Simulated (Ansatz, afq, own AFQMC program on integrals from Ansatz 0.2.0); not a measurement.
Two steps: Ansatz 0.2.0 writes the Fock matrix and Cholesky factors of the valence space, and afq projects on them the lowest state that overlaps trial and start.

```yaml
crystal:
  periodic: [false, false, false]
  atoms:
    - {symbol: C, position_ang: [-1.471669, 1.366572, 0.808126]}
    - {symbol: C, position_ang: [-1.062397, 0.450056, -0.146953]}
    - {symbol: C, position_ang: [-0.468628, -0.772350, 0.122933]}
    - {symbol: H, position_ang: [-1.341649, 1.163772, 1.875291]}
    - {symbol: H, position_ang: [-1.934362, 2.314551, 0.526443]}
    - {symbol: H, position_ang: [-1.220959, 0.713132, -1.200130]}
    - {symbol: H, position_ang: [-0.169019, -1.449579, -0.679387]}
    - {symbol: H, position_ang: [-0.283318, -1.093254, 1.152276]}
basis:
  gaussian: {orbitals: def2-TZVP}
magnetization: {spin_polarized: true, initial_magnetization: 1}
correlation: {method: ccsd_t, electrons: outside_noble_gas, hamiltonian_folder: ham}
```

```sh
$ ansatz run in.yaml --threads 1 --pin off --events-out ev --progress --plain --max-ram 15360MiB --backend cuda --devices 0, --max-vram 18GiB
```

afq runs on the folder ham with

```
--method free --trial cisd --walkers 900 --time-step 0.03 --max-blocks 4000 --target-error 0.00029 --factor-cut 1e-05 --seed 1703 --times 0,0.21,0.42,0.81,1.2,1.8,2.4,3 --taylor-order 8
```

Times are imaginary, in 1/Eh. The walk had a cap of 186 s.

Output of the walk:

```
orbitals 120  electrons 9 8  factors 838 of 838
reference energy -116.51223935 Eh
CCSD correlation -0.48806048 Eh in 12 cycles, weight of the determinant in the CISD state 0.8168
repeat  energy at the last time / Eh  error
    10  -117.018198  0.002418
    20  -117.020837  0.001543
    30  -117.021658  0.001252
    40  -117.021749  0.001042
    50  -117.021927  0.000875
time / (1/Eh)  energy / Eh  error  mean overlap
  0.00  -117.000378  0.000115  1.2248
  0.21  -117.012315  0.000164  1.2248
  0.42  -117.016998  0.000188  1.2265
  0.81  -117.020178  0.000213  1.2287
  1.20  -117.021638  0.000322  1.2310
  1.80  -117.023345  0.000429  1.2164
  2.40  -117.022018  0.000624  1.2278
  3.00  -117.022347  0.000857  1.2164
energy -117.022347 +/- 0.000857 Eh
```

The run passed its tests (error under three times the target), which doesn't prove that it has relaxed, ending at its cap on processor time.

Against this walk (error 23.3 meV) on the same determinant: CCSD(T) 47.9 meV higher. The error is statistical, and a free projection of finite length keeps a remainder of its start. The determinant has ⟨S²⟩ = 0.96, so the low cluster orders mix in higher spin, and so can this walk. None of these is a sure reference here.

Cautions: remainder of the start not in the error; start is not spin pure; error above the target (23.3 against 7.9 meV); unrestricted determinant spin contaminated (⟨S²⟩ 0.96 against 0.75).

The walk took 3.1 min on 1 × NVIDIA H100 80GB HBM3 with 2 threads of AMD EPYC 7R13 Processor (Zen 3) (shared host) (the card was shared). The log's last line is the free-projection energy.
